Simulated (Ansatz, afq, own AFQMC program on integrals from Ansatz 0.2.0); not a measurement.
# SiH3+ (triplet): quantum Monte Carlo beside coupled cluster at scale of all distances = 1.785, cc-pVDZ, part 2 of 2

Ansatz 0.2.0, Gaussian basis, and an in-house AFQMC program (afq) on its integrals; all values are calculated; cc-pVDZ, frozen cores. Earlier steps stand in the parts before.

## Step 13: CCSDTQ on UHF

in.yaml

```yaml
crystal:
  periodic: [false, false, false]
  atoms:
    - {symbol: Si, position_ang: [0.000000, 0.120755, -0.140500]}
    - {symbol: H, position_ang: [0.000000, -2.187512, -1.469847]}
    - {symbol: H, position_ang: [0.784188, -0.588625, 2.692391]}
    - {symbol: H, position_ang: [-0.784188, -0.588625, 2.692391]}
basis:
  gaussian: {orbitals: cc-pVDZ}
total_charge: 1
magnetization: {spin_polarized: true, initial_magnetization: 2}
correlation: {method: ccsdtq, electrons: outside_noble_gas}
```

On the command line:

```console
ansatz run in.yaml --threads 1 --pin off --events-out ev --progress --plain --max-ram 15360MiB --backend cuda --devices 0, --max-vram 18GiB
```

The log of the run, cut to the lines that bear on the results:

```text
Functional definition: HF
  name "HF"
  cite "Fock, Z. Phys. 61, 126 (1930) doi:10.1007/BF01340294"
  parent pbe
[...]
581 factors; integrals over basis functions are off by at most 1.7e-7 eV
[...]
mean field -7893.85380060 eV, -290.0937765258 hartree, gradient 1.4e-6 eV, S^2 2.613478; 27 other end points of the search recorded, 0 dependent functions left out
determinant -7893.85380060 eV, -290.0937765258 hartree, with singles and doubles -7896.35016803 eV, -290.1855163367 hartree
determinant -7893.60817548 eV, -290.0847499690 hartree, with singles and doubles -7896.02062641 eV, -290.1734059057 hartree
determinant -7893.28461512 eV, -290.0728593454 hartree, with singles and doubles -7895.75935417 eV, -290.1638043279 hartree
determinant -7892.92688821 eV, -290.0597131237 hartree, with singles and doubles -7896.12571386 eV, -290.1772677982 hartree
[...]
determinant -7893.60817548 eV, -290.0847499690 hartree, with singles and doubles -7896.13589528 eV, -290.1776419583 hartree
determinant -7892.92688821 eV, -290.0597131237 hartree, with singles and doubles -7896.13512109 eV, -290.1776135076 hartree
determinant -7892.66907138 eV, -290.0502385300 hartree, with singles and doubles -7895.83437856 eV, -290.1665614232 hartree
determinant -7893.30495210 eV, -290.0736067156 hartree, with singles and doubles -7896.42261658 eV, -290.1881787717 hartree
5 core orbitals not correlated: weight in the atoms' cores, before any rotation towards them, 1.000 or more for the frozen orbitals, at most 0.000 for the correlated occupied ones
reference -7893.85380060 eV, -290.0937765258 hartree; 4, 2 occupied and 24, 26 virtual orbitals, 581 factors
second order -1.25204885 eV of doubles, -0.00000000 eV of singles
cycle   1  -1.65353702 eV  change   -4.0e-1 eV  update   7.6e-2
[...]
cycle  49  -2.61676530 eV  change   -9.1e-8 eV  update   5.6e-7
Total energy: -7896.47056590 eV, -290.1899408768 hartree
```

Wall time 19 s (1 × NVIDIA H100 80GB HBM3 with 1 thread of AMD EPYC 7R13 (Zen 3), shared host); peak host memory 1.6 GiB.

From the report: ⟨S²⟩ of the determinant 2.613 (pure triplet: 2.00); correlation -2.6168 eV; T1 0.136; largest double amplitude 0.31. The determinant is far from a pure spin state, so its energy mixes those of several spin states (harmless only where they are near-degenerate, as at dissociation).

## Step 14: Phaseless AFQMC, CISD trial on UHF

It reads the integrals that the CCSD(T) run on this determinant wrote.

On the command line:

```console
afq ham --method phaseless --trial cisd --walkers 4000 --populations 20 --least-time 60 --time-step 0.005 --steps-per-block 50 --equilibration-blocks 40 --max-blocks 4000 --target-error 0.00029 --factor-cut 1e-05 --start spin_pure --seed 5352 --release-times 0.24,0.51,0.99,1.62,2.4 --release-step 0.03 --release-every 3 --taylor-order 6
```

The log of the run:

```text
orbitals 28  electrons 4 2  factors 169 of 318
reference energy -290.09377490 Eh
CCSD correlation -0.09400467 Eh in 28 cycles, weight of the determinant in the CISD state 0.6696
energy of the start -290.172272 Eh
 block  time / (1/Eh)  mean weight  energy / Eh
     1     0.250  1.0000  -290.175810
     2     0.500  0.9998  -290.178608
     3     0.750  1.0001  -290.180660
     4     1.000  1.0000  -290.182217
     5     1.250  1.0000  -290.183351
     6     1.500  1.0002  -290.184670
     7     1.750  1.0000  -290.185513
     8     2.000  1.0000  -290.186363
     9     2.250  0.9999  -290.186920
    10     2.500  1.0000  -290.187240
    11     2.750  0.9998  -290.187615
    13     3.250  0.9999  -290.188241
    15     3.750  1.0000  -290.188339
    17     4.250  0.9999  -290.188455
    19     4.750  0.9999  -290.189213
    21     5.250  0.9999  -290.189423
    23     5.750  1.0000  -290.189312
    25     6.250  1.0000  -290.189018
    27     6.750  0.9999  -290.188259
    29     7.250  1.0002  -290.188349
    31     7.750  0.9999  -290.188510
    33     8.250  0.9999  -290.188914
    35     8.750  0.9999  -290.188619
    37     9.250  1.0000  -290.189033
    39     9.750  1.0001  -290.188907
    41    10.250  1.0000  -290.189049
    43    10.750  1.0000  -290.188718
    45    11.250  1.0001  -290.188755
    47    11.750  1.0000  -290.188893
    49    12.250  0.9999  -290.188833
    51    12.750  1.0001  -290.189159
    53    13.250  1.0000  -290.188813
    55    13.750  1.0001  -290.188728
    57    14.250  1.0000  -290.188776
    59    14.750  1.0000  -290.188887
    61    15.250  0.9998  -290.188680
    63    15.750  1.0000  -290.188376
    65    16.250  1.0000  -290.188619
    67    16.750  1.0000  -290.189516
    69    17.250  0.9998  -290.189094
    71    17.750  0.9999  -290.189232
    73    18.250  0.9998  -290.188880
    75    18.750  0.9999  -290.189092
    77    19.250  1.0002  -290.188479
    79    19.750  1.0001  -290.189125
    81    20.250  0.9999  -290.188763
    83    20.750  1.0001  -290.188617
    85    21.250  1.0003  -290.188553
    87    21.750  1.0000  -290.189074
    89    22.250  0.9998  -290.188606
error from the spread of 20 populations
released: time / (1/Eh)  energy / Eh  error  mean overlap
  0.24  -290.189061  0.000123  0.9983
  0.51  -290.189218  0.000116  0.9962
  0.99  -290.189084  0.000337  0.9942
  1.62  -290.189327  0.000091  1.0010
  2.40  -290.189399  0.000085  1.0048
energy -290.188838 +/- 0.000130 Eh
```

Run time: 25 s. Hardware: 1 × NVIDIA H100 80GB HBM3 with 2 threads of AMD EPYC 7R13 (Zen 3), shared host; peak host memory 1.6 GiB.

Energy -7896.4406 ± 0.0035 eV. Caveats: constraint bias not in the error.

## Step 15: Phaseless AFQMC, CISD trial on UHF (settings varied)

It reads the integrals that the CCSD(T) run on this determinant wrote.

On the command line:

```console
afq ham --method phaseless --trial cisd --walkers 40 --populations 1 --least-time 40 --time-step 0.5 --steps-per-block 5 --equilibration-blocks 10 --max-blocks 100 --target-error 0.00116 --factor-cut 1e-05 --start determinant --seed 9076 --release-times 0.2,0.4 --release-step 0.02 --release-every 80 --taylor-order 8
```

The log of the run:

```text
orbitals 28  electrons 4 2  factors 169 of 318
reference energy -290.09377490 Eh
CCSD correlation -0.09400467 Eh in 28 cycles, weight of the determinant in the CISD state 0.6696
energy of the start -290.187784 Eh
 block  time / (1/Eh)  mean weight  energy / Eh
     1     2.500  1.0177  -290.186629
     2     5.000  0.8846  -290.187206
     3     7.500  1.0267  -290.186873
     4    10.000  0.8376  -290.189079
     5    12.500  0.8912  -290.188913
     6    15.000  0.8180  -290.192042
     7    17.500  1.0570  -290.179602
     8    20.000  0.8415  -290.190894
     9    22.500  0.7474  -290.188577
    10    25.000  1.0028  -290.190683
    11    27.500  0.8806  -290.188630
    12    30.000  1.0131  -290.192396
    13    32.500  1.0697  -290.189904
    14    35.000  0.8798  -290.187506
    15    37.500  0.9610  -290.190255
    16    40.000  0.9634  -290.198944
    17    42.500  0.8104  -290.205497
    18    45.000  1.0783  -290.188602
    19    47.500  0.9512  -290.188998
    20    50.000  0.9772  -290.184509
    21    52.500  0.9646  -290.192006
    22    55.000  0.9290  -290.183861
    23    57.500  1.0497  -290.179694
    24    60.000  1.1329  -290.181841
    25    62.500  0.9386  -290.186450
    26    65.000  0.8768  -290.187210
    27    67.500  1.0662  -290.193994
    28    70.000  1.0035  -290.185699
    29    72.500  0.9880  -290.186233
    30    75.000  1.0298  -290.189326
    31    77.500  0.9155  -290.188347
    32    80.000  0.9023  -290.190285
    33    82.500  1.0891  -290.190211
    34    85.000  1.0279  -290.191612
    35    87.500  1.0323  -290.203096
    36    90.000  0.9625  -290.184855
    37    92.500  0.9354  -290.186910
    38    95.000  1.2342  -290.183799
    39    97.500  0.8228  -290.188796
    40   100.000  0.9790  -290.190294
blocks merged  error / Eh  count
     1  0.001002  30
     2  0.001011  15
energy -290.189199 +/- 0.001002 Eh
```

It took 1.1 s on 1 × NVIDIA H100 80GB HBM3 with 2 threads of AMD EPYC 7R13 (Zen 3), shared host; peak host memory 1.6 GiB.

Energy -7896.4504 ± 0.0273 eV. The run doesn't count as converged. Caveats: constraint bias not in the error; error not settled; walkers die often.

## Step 16: CCSD(T) on ROHF

Changes to in.yaml since step 13:

```diff
@@ -10,3 +10,3 @@
 total_charge: 1
-magnetization: {spin_polarized: true, initial_magnetization: 2}
-correlation: {method: ccsdtq, electrons: outside_noble_gas}
+magnetization: {spin_polarized: false, initial_magnetization: 2}
+correlation: {method: ccsd_t, electrons: outside_noble_gas, hamiltonian_folder: ham}
```

On the command line:

```console
ansatz run in.yaml --threads 1 --pin off --events-out ev --progress --plain --max-ram 15360MiB --backend cuda --devices 0, --max-vram 18GiB
```

The log of the run, cut to the lines that bear on the results:

```text
Functional definition: HF
  name "HF"
  cite "Fock, Z. Phys. 61, 126 (1930) doi:10.1007/BF01340294"
  parent pbe
[...]
318 factors; integrals over basis functions are off by at most 1.0e-3 eV
[...]
mean field -7893.18703332 eV, -290.0692732802 hartree, gradient 1.7e-6 eV, S^2 2.000000; 13 other end points of the search recorded, 0 dependent functions left out
[...]
determinant -7893.18703332 eV, -290.0692732802 hartree, with singles and doubles -7896.41878613 eV, -290.1880380056 hartree
determinant -7892.80780730 eV, -290.0553369811 hartree, with singles and doubles -7896.12407032 eV, -290.1772073990 hartree
determinant -7892.55214359 eV, -290.0459415128 hartree, with singles and doubles -7895.84829359 eV, -290.1670727913 hartree
determinant -7891.08065986 eV, -289.9918654833 hartree, with singles and doubles -7894.33428344 eV, -290.1114339444 hartree
determinant -7893.18703332 eV, -290.0692732802 hartree, with singles and doubles -7896.41834066 eV, -290.1880216348 hartree
determinant -7892.80780730 eV, -290.0553369811 hartree, with singles and doubles -7896.13213208 eV, -290.1775036633 hartree
determinant -7892.99857517 eV, -290.0623475711 hartree, with singles and doubles -7896.41241571 eV, -290.1878038966 hartree
determinant -7892.99857517 eV, -290.0623475711 hartree, with singles and doubles -7896.41982934 eV, -290.1880763428 hartree
unrestricted determinant -7893.85375632 eV, -290.0937748984 hartree, S^2 2.6135
5 core orbitals not correlated: weight in the atoms' cores, before any rotation towards them, 1.000 or more for the frozen orbitals, at most 0.000 for the correlated occupied ones
reference -7893.18703332 eV, -290.0692732802 hartree; 4, 2 occupied and 24, 26 virtual orbitals, 318 factors
second order -2.05091175 eV of doubles, -0.06873023 eV of singles
cycle   1  -3.23131035 eV  change   -3.0e-6 eV  update   3.3e-6
perturbative correction -0.03715746 eV, -0.0013655113 hartree
Total energy: -7896.45550113 eV, -290.1893872566 hartree
```

Run time: 6.5 s. Hardware: 1 × NVIDIA H100 80GB HBM3 with 1 thread of AMD EPYC 7R13 (Zen 3), shared host; peak host memory 1.6 GiB.

From the report: correlation -3.2685 eV; T1 0.028; largest double amplitude 0.24.

This run also writes the integrals to the folder ham.

## Step 17: Full CI

in.yaml

```yaml
hamiltonian:
  integrals:
    folder: ../ham
correlation: {method: fci}
```

Launched as before.

The log of the run:

```text
Functional definition: HF
  name "HF"
  cite "Fock, Z. Phys. 61, 126 (1930) doi:10.1007/BF01340294"
  parent pbe
  exchange = exact_x
  correlation = 0
reference -7893.18703332 eV, -290.0692732802 hartree; 4, 2 occupied and 24, 26 virtual orbitals, 318 factors
state -7896.47060672 eV, -290.1899423769 hartree
Total energy: -7896.47060672 eV, -290.1899423769 hartree
```

It took 7.5 s on 1 × NVIDIA H100 80GB HBM3 with 1 thread of AMD EPYC 7R13 (Zen 3), shared host; peak host memory 1.6 GiB.

From the report: 3,871,260 determinants.

## Step 18: CCSDT(Q) on ROHF

in.yaml

```yaml
crystal:
  periodic: [false, false, false]
  atoms:
    - {symbol: Si, position_ang: [0.000000, 0.120755, -0.140500]}
    - {symbol: H, position_ang: [0.000000, -2.187512, -1.469847]}
    - {symbol: H, position_ang: [0.784188, -0.588625, 2.692391]}
    - {symbol: H, position_ang: [-0.784188, -0.588625, 2.692391]}
basis:
  gaussian: {orbitals: cc-pVDZ}
total_charge: 1
magnetization: {spin_polarized: false, initial_magnetization: 2}
correlation: {method: ccsdt_q, electrons: outside_noble_gas}
```

Launched as before.

The log of the run, cut to the lines that bear on the results:

```text
Functional definition: HF
  name "HF"
  cite "Fock, Z. Phys. 61, 126 (1930) doi:10.1007/BF01340294"
  parent pbe
[...]
581 factors; integrals over basis functions are off by at most 1.7e-7 eV
[...]
mean field -7893.18705628 eV, -290.0692741240 hartree, gradient 1.7e-6 eV, S^2 2.000000; 13 other end points of the search recorded, 0 dependent functions left out
[...]
determinant -7893.18705628 eV, -290.0692741240 hartree, with singles and doubles -7896.41883451 eV, -290.1880397832 hartree
determinant -7892.80783246 eV, -290.0553379055 hartree, with singles and doubles -7896.12411743 eV, -290.1772091305 hartree
determinant -7892.55216854 eV, -290.0459424298 hartree, with singles and doubles -7895.84833606 eV, -290.1670743521 hartree
determinant -7891.08068581 eV, -289.9918664369 hartree, with singles and doubles -7894.33432115 eV, -290.1114353303 hartree
[...]
determinant -7892.80783246 eV, -290.0553379055 hartree, with singles and doubles -7896.13217930 eV, -290.1775053986 hartree
determinant -7892.99859556 eV, -290.0623483200 hartree, with singles and doubles -7896.41246479 eV, -290.1878057003 hartree
determinant -7892.99859556 eV, -290.0623483200 hartree, with singles and doubles -7896.41987916 eV, -290.1880781735 hartree
unrestricted determinant -7893.85380060 eV, -290.0937765258 hartree, S^2 2.6135
5 core orbitals not correlated: weight in the atoms' cores, before any rotation towards them, 1.000 or more for the frozen orbitals, at most 0.000 for the correlated occupied ones
reference -7893.18705628 eV, -290.0692741240 hartree; 4, 2 occupied and 24, 26 virtual orbitals, 581 factors
second order -2.05095712 eV of doubles, -0.06872948 eV of singles
cycle   1  -2.73538405 eV  change   -6.1e-1 eV  update   9.4e-2
[...]
cycle  22  -3.28199665 eV  change   -1.8e-7 eV  update   6.8e-7
perturbative correction -0.00116815 eV, -0.0000429289 hartree
Total energy: -7896.47022109 eV, -290.1899282051 hartree
```

It took 19 s on 1 × NVIDIA H100 80GB HBM3 with 1 thread of AMD EPYC 7R13 (Zen 3), shared host; peak host memory 1.6 GiB.

From the report: correlation -3.2832 eV; T1 0.028; largest double amplitude 0.24.

## Step 19: CCSDTQ on ROHF

Changes to in.yaml since step 18:

```diff
@@ -11,2 +11,2 @@
 magnetization: {spin_polarized: false, initial_magnetization: 2}
-correlation: {method: ccsdt_q, electrons: outside_noble_gas}
+correlation: {method: ccsdtq, electrons: outside_noble_gas}
```

Same command.

The log of the run, cut to the lines that bear on the results:

```text
Functional definition: HF
  name "HF"
  cite "Fock, Z. Phys. 61, 126 (1930) doi:10.1007/BF01340294"
  parent pbe
[...]
581 factors; integrals over basis functions are off by at most 1.7e-7 eV
[...]
mean field -7893.18705628 eV, -290.0692741240 hartree, gradient 1.7e-6 eV, S^2 2.000000; 13 other end points of the search recorded, 0 dependent functions left out
[...]
determinant -7893.18705628 eV, -290.0692741240 hartree, with singles and doubles -7896.41883451 eV, -290.1880397832 hartree
determinant -7892.80783246 eV, -290.0553379055 hartree, with singles and doubles -7896.12411743 eV, -290.1772091305 hartree
determinant -7892.55216854 eV, -290.0459424298 hartree, with singles and doubles -7895.84833606 eV, -290.1670743521 hartree
determinant -7891.08068581 eV, -289.9918664369 hartree, with singles and doubles -7894.33432115 eV, -290.1114353303 hartree
determinant -7893.18705628 eV, -290.0692741240 hartree, with singles and doubles -7896.41838943 eV, -290.1880234269 hartree
determinant -7892.80783246 eV, -290.0553379055 hartree, with singles and doubles -7896.13217930 eV, -290.1775053986 hartree
determinant -7892.99859556 eV, -290.0623483200 hartree, with singles and doubles -7896.41246479 eV, -290.1878057003 hartree
determinant -7892.99859556 eV, -290.0623483200 hartree, with singles and doubles -7896.41987916 eV, -290.1880781735 hartree
unrestricted determinant -7893.85380060 eV, -290.0937765258 hartree, S^2 2.6135
5 core orbitals not correlated: weight in the atoms' cores, before any rotation towards them, 1.000 or more for the frozen orbitals, at most 0.000 for the correlated occupied ones
reference -7893.18705628 eV, -290.0692741240 hartree; 4, 2 occupied and 24, 26 virtual orbitals, 581 factors
second order -2.05095712 eV of doubles, -0.06872948 eV of singles
cycle   1  -2.73538405 eV  change   -6.1e-1 eV  update   9.4e-2
[...]
cycle  24  -3.28355980 eV  change   -3.5e-7 eV  update   5.2e-7
Total energy: -7896.47061608 eV, -290.1899427208 hartree
```

Wall time 26 s (1 × NVIDIA H100 80GB HBM3 with 1 thread of AMD EPYC 7R13 (Zen 3), shared host); peak host memory 1.6 GiB.

From the report: correlation -3.2836 eV; T1 0.028; largest double amplitude 0.24.

## Step 20: Phaseless AFQMC, CISD trial on ROHF

It reads the integrals that the CCSD(T) run on this determinant wrote.

On the command line:

```console
afq ham --method phaseless --trial cisd --walkers 4000 --populations 20 --least-time 60 --time-step 0.005 --steps-per-block 50 --equilibration-blocks 40 --max-blocks 4000 --target-error 0.00029 --factor-cut 1e-05 --start spin_pure --seed 5352 --release-times 0.24,0.51,0.99,1.62,2.4 --release-step 0.03 --release-every 3 --taylor-order 6
```

The log of the run:

```text
orbitals 28  electrons 4 2  factors 169 of 318
reference energy -290.06927328 Eh
CCSD correlation -0.11874844 Eh in 15 cycles, weight of the determinant in the CISD state 0.8548
energy of the start -290.188028 Eh
 block  time / (1/Eh)  mean weight  energy / Eh
     1     0.250  0.9999  -290.186933
     2     0.500  0.9997  -290.186624
     3     0.750  1.0000  -290.186639
     4     1.000  0.9999  -290.186778
     5     1.250  1.0000  -290.187019
     6     1.500  1.0001  -290.187293
     7     1.750  0.9999  -290.187536
     8     2.000  1.0000  -290.187949
     9     2.250  0.9998  -290.188212
    10     2.500  0.9999  -290.188298
    11     2.750  0.9999  -290.188320
    13     3.250  0.9999  -290.188758
    15     3.750  0.9999  -290.188721
    17     4.250  1.0001  -290.188897
    19     4.750  0.9999  -290.189729
    21     5.250  0.9999  -290.189462
    23     5.750  1.0000  -290.189828
    25     6.250  1.0000  -290.189563
    27     6.750  0.9999  -290.189196
    29     7.250  0.9998  -290.189152
    31     7.750  1.0000  -290.189174
    33     8.250  1.0000  -290.189949
    35     8.750  1.0000  -290.189299
    37     9.250  0.9999  -290.189841
    39     9.750  1.0003  -290.189046
    41    10.250  1.0001  -290.189149
    43    10.750  0.9999  -290.189206
    45    11.250  1.0001  -290.188906
    47    11.750  1.0000  -290.188942
    49    12.250  1.0000  -290.188643
    51    12.750  1.0001  -290.189116
    53    13.250  1.0002  -290.188674
    55    13.750  0.9998  -290.189304
    57    14.250  1.0000  -290.189465
    59    14.750  1.0000  -290.189004
    61    15.250  1.0000  -290.189791
    63    15.750  0.9998  -290.190079
    65    16.250  0.9999  -290.189390
    67    16.750  1.0002  -290.189460
    69    17.250  0.9999  -290.189043
    71    17.750  1.0001  -290.189476
    73    18.250  1.0000  -290.189345
    75    18.750  1.0000  -290.189413
    77    19.250  1.0001  -290.189294
    79    19.750  1.0000  -290.188698
    81    20.250  0.9999  -290.189265
    83    20.750  0.9999  -290.189049
    85    21.250  1.0002  -290.189507
    87    21.750  1.0000  -290.188943
    89    22.250  1.0002  -290.189244
error from the spread of 20 populations
released: time / (1/Eh)  energy / Eh  error  mean overlap
  0.24  -290.189346  0.000069  1.0002
  0.51  -290.189433  0.000069  0.9976
  0.99  -290.189556  0.000067  0.9954
  1.62  -290.189592  0.000052  1.0011
  2.40  -290.189661  0.000097  1.0017
energy -290.189216 +/- 0.000070 Eh
```

It took 46 s on 1 × NVIDIA H100 80GB HBM3 with 2 threads of AMD EPYC 7R13 (Zen 3), shared host; peak host memory 1.6 GiB.

Energy -7896.4508 ± 0.0019 eV. Caveats: constraint bias not in the error.

## Step 21: AFQMC on the ladder

The full CI on restricted orbitals is not used as the yardstick for these unrestricted rows.

On the UHF determinant, counted from CCSDTQ (a yardstick, not exact):

| level | energy (eV) | from CCSDTQ (kJ/mol) | statistical error (kJ/mol) | time |
| --- | --- | --- | --- | --- |
| HF | -7893.8538 | +252.5 |  |  |
| MP2 | -7895.1058 | +131.7 |  |  |
| CCSD | -7896.4118 | +5.7 |  |  |
| CCSD(T) | -7896.4458 | +2.4 |  |  |
| CCSDT(Q) | -7896.4685 | +0.2 |  |  |
| CCSDTQ | -7896.4706 | 0.0 |  |  |
| Phaseless AFQMC, CISD trial, step 0.005, 4000 walkers | -7896.4406 | +2.9 | 0.3 | 25 s |

On the ROHF determinant, counted from full CI (exact for this spin and basis):

| level | energy (eV) | from full CI (kJ/mol) | statistical error (kJ/mol) | time |
| --- | --- | --- | --- | --- |
| HF | -7893.1870 | +316.8 |  |  |
| MP2 | -7895.3067 | +112.3 |  |  |
| CCSD | -7896.4183 | +5.0 |  |  |
| CCSD(T) | -7896.4555 | +1.4 |  |  |
| CCSDT(Q) | -7896.4702 | 0.0 |  |  |
| CCSDTQ | -7896.4706 | 0.0 |  |  |
| full CI | -7896.4705 | 0.0 |  |  |
| Phaseless AFQMC, CISD trial, step 0.005, 4000 walkers | -7896.4508 | +1.9 | 0.2 | 46 s |

The functionals' totals stand on their own zeros and serve differences with other points: PBE -7904.946 eV; r2SCAN -7907.957 eV; PBE0 -7905.411 eV; B3LYP -7909.681 eV; wB97M-V -7907.915 eV; B2PLYP -7905.281 eV.

## Step 22: What came out

What follows sums up all 2 parts.

| quantity | value |
| --- | --- |
| CCSD(T) on UHF from CCSDTQ | +2.4 kJ/mol |
| Phaseless AFQMC, CISD trial on UHF from CCSDTQ | +2.9 ± 0.3 kJ/mol |
| CCSD(T) on ROHF from full CI | +1.4 kJ/mol |
| Phaseless AFQMC, CISD trial on ROHF from full CI | +1.9 ± 0.2 kJ/mol |

In words: On UHF the phaseless walk with the CISD trial lies +2.9 kJ/mol from CCSDTQ, 8 times its error bar. On ROHF the phaseless walk with the CISD trial lies +1.9 kJ/mol from full CI, 10 times its error bar: mostly the bias of the constraint. Error bars are statistical and leave out the constraint, the time step and what remains of the start.
